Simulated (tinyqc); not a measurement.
RKS/BP86 in the sto-3g basis, for H2F+, spin multiplicity 1, step by step. One step of it, computed by the program tinyqc.

Question. Iteration 9 (converged): orbitals. Diagonalise F' = X^T F X, C = X C', fill 5 alpha and 5 beta electrons from the bottom; D = 2 C_occ C_occ^T. Each column has its largest component positive (the first on a tie).

converged F (hartree), order 1F 1s, 1F 2s, 1F 2px, 1F 2py, 1F 2pz, 2H 1s, 3H 1s:
$$\begin{pmatrix}
-24.555526 & -6.308748 & 0.000000 & 0.000000 & -0.012312 & -0.500381 & -0.500381 \\
-6.308748 & -2.938238 & 0.000000 & 0.000000 & -0.078980 & -0.498463 & -0.498463 \\
0.000000 & 0.000000 & -0.599355 & 0.000000 & 0.000000 & 0.000000 & 0.000000 \\
0.000000 & 0.000000 & 0.000000 & -0.675774 & 0.000000 & -0.237228 & 0.237228 \\
-0.012312 & -0.078980 & 0.000000 & 0.000000 & -0.637290 & -0.154639 & -0.154639 \\
-0.500381 & -0.498463 & 0.000000 & -0.237228 & -0.154639 & -0.607655 & -0.103493 \\
-0.500381 & -0.498463 & 0.000000 & 0.237228 & -0.154639 & -0.103493 & -0.607655
\end{pmatrix}$$

X, order 1F 1s, 1F 2s, 1F 2px, 1F 2py, 1F 2pz, 2H 1s, 3H 1s:
$$\begin{pmatrix}
-0.515171 & 0.000000 & 0.615943 & 0.000000 & -0.568695 & 0.000000 & 0.307753 \\
0.897209 & 0.000000 & -0.175518 & 0.000000 & -0.240214 & 0.000000 & 0.530522 \\
0.000000 & 0.000000 & 0.000000 & 1.000000 & 0.000000 & 0.000000 & 0.000000 \\
0.000000 & 0.770519 & 0.000000 & 0.000000 & 0.000000 & 0.689480 & 0.000000 \\
0.267053 & 0.000000 & 0.715511 & 0.000000 & 0.640439 & 0.000000 & 0.172037 \\
-0.484570 & -0.634089 & -0.292747 & 0.000000 & 0.256398 & 0.418913 & 0.374958 \\
-0.484570 & 0.634089 & -0.292747 & 0.000000 & 0.256398 & -0.418913 & 0.374958
\end{pmatrix}$$

Give: F' = X^T F X; orbital energies; coefficients C; D after iteration 9.

Answer.

F' = X^T F X (hartree):
$$\begin{pmatrix}
-3.0169 & 0.0000 & 4.2859 & 0.0000 & -4.5035 & 0.0000 & 2.9410 \\
0.0000 & -0.3430 & 0.0000 & 0.0000 & 0.0000 & -0.0369 & 0.0000 \\
4.2859 & 0.0000 & -8.0936 & 0.0000 & 8.2699 & 0.0000 & -6.0437 \\
0.0000 & 0.0000 & 0.0000 & -0.5994 & 0.0000 & 0.0000 & 0.0000 \\
-4.5035 & 0.0000 & 8.2699 & 0.0000 & -9.8434 & 0.0000 & 6.8108 \\
0.0000 & -0.0369 & 0.0000 & 0.0000 & 0.0000 & -0.7723 & 0.0000 \\
2.9410 & 0.0000 & -6.0437 & 0.0000 & 6.8108 & 0.0000 & -6.1148
\end{pmatrix}$$

orbital energies (hartree): MO1 -24.5658, MO2 -1.4128, MO3 -0.7754, MO4 -0.6701, MO5 -0.5994, MO6 -0.4199, MO7 -0.3399

coefficients C, order 1F 1s, 1F 2s, 1F 2px, 1F 2py, 1F 2pz, 2H 1s, 3H 1s:
$$\begin{pmatrix}
0.9945 & -0.2571 & 0.0000 & 0.0604 & 0.0000 & 0.0641 & 0.0000 \\
0.0226 & 0.9849 & 0.0000 & -0.2824 & 0.0000 & -0.3530 & 0.0000 \\
0.0000 & 0.0000 & 0.0000 & 0.0000 & 1.0000 & 0.0000 & 0.0000 \\
0.0000 & 0.0000 & 0.7525 & 0.0000 & 0.0000 & 0.0000 & 0.7091 \\
0.0012 & 0.0975 & 0.0000 & 0.8439 & 0.0000 & -0.5489 & 0.0000 \\
-0.0029 & 0.0707 & 0.3635 & 0.2913 & 0.0000 & 0.6611 & -0.6674 \\
-0.0029 & 0.0707 & -0.3635 & 0.2913 & 0.0000 & 0.6611 & 0.6674
\end{pmatrix}$$

D after iteration 9, order 1F 1s, 1F 2s, 1F 2px, 1F 2py, 1F 2pz, 2H 1s, 3H 1s:
$$\begin{pmatrix}
2.1176 & -0.4956 & 0.0000 & 0.0000 & 0.0541 & -0.0069 & -0.0069 \\
-0.4956 & 2.1007 & 0.0000 & 0.0000 & -0.2846 & -0.0254 & -0.0254 \\
0.0000 & 0.0000 & 2.0000 & 0.0000 & 0.0000 & 0.0000 & 0.0000 \\
0.0000 & 0.0000 & 0.0000 & 1.1324 & 0.0000 & 0.5471 & -0.5471 \\
0.0541 & -0.2846 & 0.0000 & 0.0000 & 1.4435 & 0.5054 & 0.5054 \\
-0.0069 & -0.0254 & 0.0000 & 0.5471 & 0.5054 & 0.4440 & -0.0846 \\
-0.0069 & -0.0254 & 0.0000 & -0.5471 & 0.5054 & -0.0846 & 0.4440
\end{pmatrix}$$
